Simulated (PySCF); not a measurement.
CF4, charge +1, multiplicity 2. Atoms are numbered in the order given.

```xyz
5

F      0.7744    -0.7744     0.7364
C      0.0000     0.0000     0.0000
F      0.7744     0.7744    -0.7364
F     -0.7744    -0.7744    -0.7364
F     -0.7744     0.7744     0.7364
```
Charge +1, spin multiplicity 2.

Coordinates come from a B3LYP-D3(BJ)/def2-SVP optimisation. The geometry has at least one imaginary mode, so it is a saddle point at that level. The spin state was assumed, not searched.

Method: TDA-M06-2X/def2-SVPD (PySCF 2.14.0).

Vertical excitations; the highest root listed may be one member of a degenerate set. Isolated molecule, no solvent.

| state | energy (eV) | λ (nm) | f | main pairs |
|---|---|---|---|---|
| root 1 | 0.13 | 9213 | 0.001 | β HOMO−1→LUMO, β HOMO−3→LUMO (degenerate set) |
| root 2 | 0.13 | 9213 | 0.001 | β HOMO→LUMO, β HOMO−4→LUMO (degenerate set) |
| root 3 | 0.98 | 1266 | 0.000 | β HOMO−5→LUMO 99 % |
| root 4 | 1.40 | 886 | 0.018 | β HOMO−3→LUMO, β HOMO−1→LUMO (degenerate set) |
| root 5 | 1.40 | 886 | 0.018 | β HOMO−4→LUMO, β HOMO→LUMO (degenerate set) |
| root 6 | 1.90 | 651 | 0.000 | β HOMO−6→LUMO 99 % |
| root 7 | 2.77 | 447 | 0.062 | β HOMO−2→LUMO 96 % |
| root 8 | 5.59 | 222 | 0.000 | β HOMO−9→LUMO 99 % |
| root 9 | 5.85 | 212 | 0.044 | β HOMO−7→LUMO (degenerate set) |
| root 10 | 5.85 | 212 | 0.044 | β HOMO−8→LUMO (degenerate set) |
Unrestricted roots are not spin-pure.
